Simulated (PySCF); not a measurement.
Two-dimensional NMR puzzle

Compound of formula C4H10N2. Correlations simulated from computed shifts and the bond graph:

HSQC (one-bond C–H):
| δH | δC |
| --- | --- |
| 3.07 | 55.2 |
| 2.30 | 49.0 |

HMBC (two and three bonds, from the bond graph):
| δH | δC |
| --- | --- |
| 3.07 | 55.2, 49.0 |
| 2.30 | 55.2 |

[PySCF 2.14.0 with density-fitted response routines: PBE0-D3(BJ)/def2-TZVP geometry; B97-2/pcSseg-2 with gauge-including orbitals; fast rotation and ring inversion assumed for equivalent nuclei; single conformer; in vacuum; non-relativistic]

References, each an isolated molecule treated in the same way: ¹H, ¹³C against TMS.

Exchangeable hydrogens are left out of these lists.

Question: Work out the connectivity.

Answer: SMILES CN1CCN1C.

Structure with atom numbers: `[CH3:1][N:2]1[CH2:3][CH2:4][N:5]1[CH3:6]`. Each H is labelled by its parent atom.

δC 55.2 is C3/C4, an sp3 CH2 bonded to N (δH 3.07). δC 49.0 is C1/C6, a methyl carbon bonded to N (δH 2.30).

The shifts were computed for this structure.

Shifts are as computed. Against solution values, carbons near 30 ppm lie about +3 ppm off and those near 130 ppm about +7 ppm. Of 1211 compounds with measured shifts, 218 miss one by over three times the rms of a fit or turn the order of signals round; such compounds aren't used in these exercises.
